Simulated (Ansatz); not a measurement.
fcc Al: PBE at its full settings (plane-wave cutoff 520 eV, 24×24×24 k mesh, Fermi–Dirac smearing 0.05 eV, scalar-relativistic PAW data made under PBE) and at cheaper ones, in a cell of 1 atom with Γ-centred meshes.

```
level and setting                              lattice constant a (Å)  bulk modulus (GPa)
---------------------------------------------  ----------------------  ------------------
PBE (Ansatz)                                                    4.040                76.9
PBE (250 eV cutoff) (Ansatz)                                    4.077                72.4
PBE (300 eV cutoff) (Ansatz)                                    4.046                77.6
PBE (Γ point alone) (Ansatz)                                    4.033                94.0
PBE (2×2×2 k mesh) (Ansatz)                                     3.974                 117
PBE (4×4×4 k mesh) (Ansatz)                                     4.055                82.0
PBE (6×6×6 k mesh) (Ansatz)                                     4.049                77.1
PBE (Fermi-Dirac smearing of 0.3 eV) (Ansatz)                   4.048                76.2
```

Largest shifts from the full settings: lattice constant a -1.63 % (PBE (2×2×2 k mesh)), against a difference of +0.55 % of the full result from the reference 4.018 Å (measured, static lattice: zero-point anharmonic expansion removed; as tabulated in Mejia-Rodriguez and Trickey (2018), arXiv:1807.09216); bulk modulus +52 % (PBE (2×2×2 k mesh)), against a difference of -4.8 % of the full result from the reference 80.8 GPa (measured, corrected for temperature and zero-point phonon effects, our sources range from 77.1 to 82.0; as tabulated in Levämäki et al. (2014), arXiv:1402.3671).

The full settings aren't shown to be converged themselves.

Ansatz's density-functional and Hartree–Fock values are scalar-relativistic unless marked +SOC, with PAW data made under PBE.

Run with cheap settings on purpose, which may leave them unconverged: PBE (250 eV cutoff), PBE (2×2×2 k mesh), PBE (300 eV cutoff), PBE (4×4×4 k mesh), PBE (6×6×6 k mesh), PBE (Fermi-Dirac smearing of 0.3 eV), PBE (Γ point alone).

Ansatz is a program for electronic structure.
